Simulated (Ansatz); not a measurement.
# A ladder of methods for Si3H8 (SMILES [SiH3][SiH2][SiH3])

Si3H8 has 11 atoms, charge 0, and is taken as a singlet. SMILES: `[SiH3][SiH2][SiH3]`. Geometry: relaxed at PBE0-D4/def2-TZVP.

Each level gives the vertical energy of the triplet above the singlet (eV). The values are calculated.

```csv
level,kind,program,value (eV),less CCSD(T)/6-31G*,CPU time (all runs)
BLYP/6-31G* (spherical functions),GGA,Ansatz,5.92,-0.65,14 s
BHLYP/6-31G* (spherical functions),global hybrid,Ansatz,6.49,-0.08,14 s
CAM-B3LYP/6-31G* (spherical functions),range-separated hybrid,Ansatz,6.42,-0.15,17 s
HSE06/6-31G* (spherical functions),range-separated hybrid,Ansatz,6.16,-0.41,22 s
wB97X/6-31G* (spherical functions),range-separated hybrid,Ansatz,6.58,+0.01,62 s
RPA@PBE0/6-31G* (spherical functions),RPA,Ansatz,6.46,-0.11,20 s
MP2/6-31G* (spherical functions),perturbation theory,Ansatz,6.69,+0.12,5.8 s
CCSD(T)/6-31G* (spherical functions),coupled cluster or CI,Ansatz,6.57,0.00,17 s
```

CCSD(T)/6-31G* (spherical functions) is the highest level here, not the true value. The values span 5.92 to 6.69 eV. A triplet this far above the singlet is often a Rydberg-like or dissociative state; sets without diffuse functions put Rydberg states too high. Times are those of the runs behind each value, whatever else they computed, on shared processors of several kinds: orders of magnitude only.
